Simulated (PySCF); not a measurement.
Relaxed structures of C$_{2}$H$_{4}$Si, singlet (PBE0-D4/def2-TZVP; forces vanish, vibrations not checked; lower isomers may exist, and structures with a doubtful reference or unclear bonds are left out; Å). Computed with PySCF 2.14 with density fitting (its default auxiliary sets; JK sets also for MP2 and CCSD(T)) (basis: def2-TZVPP); correlated methods freeze the cores.

Task: Rank them by CCSD(T) energy, lowest first, and give each one's height above the lowest. Links in brackets join atoms within 1.22 times the sum of their covalent radii (1.1 for two metals). (To be estimated.)
A.
C₂H₄Si ([CH2]C=[SiH])
```
7
angstrom
C -0.5601 -0.3756 0.2061
Si -1.0012 1.3890 0.6525
C 0.5542 -0.5619 -0.5141
H -1.1378 -1.2529 0.4911
H 1.1657 0.2838 -0.8234
H -2.2682 1.0486 1.4389
H 0.9051 -1.5441 -0.8239
```
B.
C₂H₄Si (C#C[SiH3])
```
7
angstrom
C -1.6190 -0.9693 -0.2955
Si 0.9553 0.5594 0.1645
C -0.5952 -0.3595 -0.1110
H -2.5240 -1.5085 -0.4589
H 1.2177 1.4388 -1.0008
H 0.8261 1.3830 1.3915
H 2.0732 -0.4021 0.3249
```
C.
C₂H₄Si (C=[Si]=C)
```
7
angstrom
C -1.4778 -1.5868 -0.6801
Si -0.2980 -0.4626 -0.2478
C 0.8828 0.6599 0.1860
H -2.5083 -1.4628 -0.3736
H 1.1031 1.5128 -0.4428
H -1.2304 -2.4566 -1.2746
H 1.4462 0.5519 1.1038
```

Result: Computed: B (0.0 kJ/mol), A (64.4 kJ/mol), C (148.5 kJ/mol). Heights count from the lowest.

The T1 diagnostic stays at or below 0.017. The restricted Hartree–Fock reference is unstable towards an unrestricted one at one or more of these structures.

For scale, one of the runs: CCSD(T)/def2-TZVPP, 160 basis functions, launched by `OMP_NUM_THREADS=2 python run.py`. Hardware: 2 CPU threads of an Intel Xeon Platinum 8488C, shared host. Wall time 98 s; peak host memory 1 GiB.
